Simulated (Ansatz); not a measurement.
**AlH3LiN (SMILES [Li][NH][AlH2]): a rigid scan of the bond length Al3–H6**

The task here is to estimate one member of a computed series from the others.

The runs use Ansatz 0.2.0, Gaussian basis; single points in def2-TZVPP.

Levels: PBE-D4, r2SCAN-D4, PBE0-D4, B3LYP-D4, wB97M-V, Hartree-Fock, MP2, CCSD, CCSD(T). The scan takes 1.353, 1.423, 1.525, 1.644, 1.776, 1.918, 2.069, 2.228, 2.393 Å.

Cores are frozen in the correlated methods. The outer core shell of Li, Na, Mg and K is correlated. B3LYP uses VWN-RPA correlation.

19 further runs of the same task are left out: 19 set aside as unsound or not needed.

### The starting structure

The minimum, relaxed at PBE0-D4: SMILES `[Li][NH][AlH2]`, 6 atoms, charge 0, spin multiplicity 1.

Atoms are counted from 1 here; the program's logs count them from 0.

Bond lengths: Li1–N2 1.786 Å, Li1–Al3 2.472 Å, Li1–H6 2.011 Å, N2–Al3 1.735 Å, N2–H4 1.008 Å, Al3–H5 1.586 Å, Al3–H6 1.651 Å. Angles: N2–Li1–Al3 44.6°, N2–Li1–H6 86.2°, Al3–Li1–H6 41.6°, Li1–N2–Al3 89.2°, Li1–N2–H4 144.3°, Al3–N2–H4 126.5°, Li1–Al3–N2 46.2°, Li1–Al3–H5 173.3°, Li1–Al3–H6 54.0°, N2–Al3–H5 140.5°, N2–Al3–H6 100.3°, H5–Al3–H6 119.2°, Li1–H6–Al3 84.3°.

As a file:

```
Li   -0.64671   -0.85946    1.46780
N    -0.22111   -1.00152   -0.26043
Al    0.26210    0.66454   -0.25393
H    -0.19195   -1.63130   -1.04728
H     0.84696    1.77281   -1.22544
H    -0.04928    1.05493    1.31926
```

Energies of the minimum (eV), from earlier single points: PBE-D4 -8335.97763, r2SCAN-D4 -8340.49446, PBE0-D4 -8336.74089, B3LYP-D4 -8343.37637, wB97M-V -8340.83350, CCSD(T) -8326.96001.

At the minimum the bond length Al3–H6 is 1.651 Å.

The first run:

Contents of ccsdt-tzvpp/in.yaml:

```yaml
crystal:
  periodic: [false, false, false]
  atoms:
    - {symbol: Li, position_ang: [-0.646709, -0.859463, 1.467798]}
    - {symbol: N, position_ang: [-0.221112, -1.001523, -0.260428]}
    - {symbol: Al, position_ang: [0.262098, 0.664539, -0.253926]}
    - {symbol: H, position_ang: [-0.191949, -1.631301, -1.047282]}
    - {symbol: H, position_ang: [0.846959, 1.772811, -1.225437]}
    - {symbol: H, position_ang: [0.006854, 0.984552, 1.035667]}
basis:
  gaussian: {orbitals: def2-TZVPP}
correlation: {method: ccsd_t}
```

No record of the launch command was kept for these runs.

Among the steps run: Al3–H6 = 1.353 Å; Al3–H6 = 1.423 Å; Al3–H6 = 1.525 Å; Al3–H6 = 1.644 Å; Al3–H6 = 1.776 Å; Al3–H6 = 1.918 Å; Al3–H6 = 2.069 Å; Al3–H6 = 2.228 Å; Al3–H6 = 2.393 Å.

One of the session's tables, all rows but one given; the rest of the session is left out.

Energies less that of the minimum at the same level (eV):

| bond length (Å) | PBE-D4 | PBE0-D4 | B3LYP-D4 | wB97M-V | Hartree-Fock |
| --- | --- | --- | --- | --- | --- |
| 1.353 | 0.705 | 0.683 | 0.653 | 0.653 | 0.693 |
| 1.423 | 0.378 | 0.360 | 0.338 | 0.337 | 0.362 |
| 1.525 | 0.106 | 0.095 | 0.084 | 0.083 | 0.093 |
| 1.644 | 0.001 | 0.000 | 0.000 | 0.000 | 0.000 |
| 1.651 (minimum) | 0.000 | 0.000 | 0.000 | 0.000 | 0.000 |
| 1.776 | ? | ? | ? | ? | ? |
| 1.918 | 0.224 | 0.255 | 0.266 | 0.273 | 0.280 |
| 2.069 | 0.472 | 0.525 | 0.533 | 0.555 | 0.576 |
| 2.228 | 0.772 | 0.848 | 0.849 | 0.890 | 0.931 |
| 2.393 | 1.104 | 1.206 | 1.202 | 1.252 | 1.317 |

Estimate the missing values for bond length (Å) = 1.776.

**Answer.** PBE-D4: 0.052; PBE0-D4: 0.066; B3LYP-D4: 0.073; wB97M-V: 0.075; Hartree-Fock: 0.075.

To keep in mind: A polynomial through the near points puts the CCSD(T) minimum 0.005 Å below the PBE0-D4 value.
